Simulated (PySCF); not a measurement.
Geometries of 3 isomers of C3H3NS, from PBE0-D3(BJ)/def2-SVP geometry optimisation, gas phase in PySCF. One conformer each, no zero-point energy, no frequencies.

Problem. Which isomer lies lowest at this level?
A.
```xyz
8
angstrom
N      2.341    0.624    0.778
C      1.388    0.227    0.252
C      0.209   -0.265   -0.415
C     -1.135    0.164    0.064
S     -0.756   -1.564    0.408
H      0.341   -0.404   -1.495
H     -1.174    0.830    0.931
H     -1.897    0.352   -0.699
```
B.
```xyz
8
angstrom
C     -0.616   -0.477    0.592
C     -0.952    0.538   -0.262
S      0.444    1.057   -1.116
C      1.370   -0.129   -0.261
N      0.697   -0.846    0.584
H     -1.319   -0.988    1.253
H     -1.926    0.995   -0.427
H      2.441   -0.237   -0.446
```
C.
```xyz
8
angstrom
C     -0.749   -0.015   -0.027
C      0.165   -1.106   -0.028
N      1.443   -0.807    0.026
S      1.616    0.837    0.084
C     -0.059    1.170    0.033
H     -1.834   -0.103   -0.068
H     -0.124   -2.161   -0.070
H     -0.458    2.185    0.050
```

Solution. B. That is thiazole (`c1nccs1`), 5.3 kcal/mol below the next.

```tsv
SMILES	atoms numbered as above	E (Eh)	relative (kcal/mol)	relative (kJ/mol)	dipole (D)
c1cscn1	[cH:1]1[cH:2][s:3][cH:4][n:5]1	-568.47083	0.0	0.0	1.54
c1cnsc1	[cH:1]1[cH:2][n:3][s:4][cH:5]1	-568.46237	5.3	22.2	2.44
N#C[C@@H]1CS1	[N:1]#[C:2][C@@H:3]1[CH2:4][S:5]1	-568.43338	23.5	98.3	3.64
```

As drawn, the lowest has an aromatic ring, which the highest lacks; the highest has a three-membered ring and a C≡N group, which the lowest lacks.
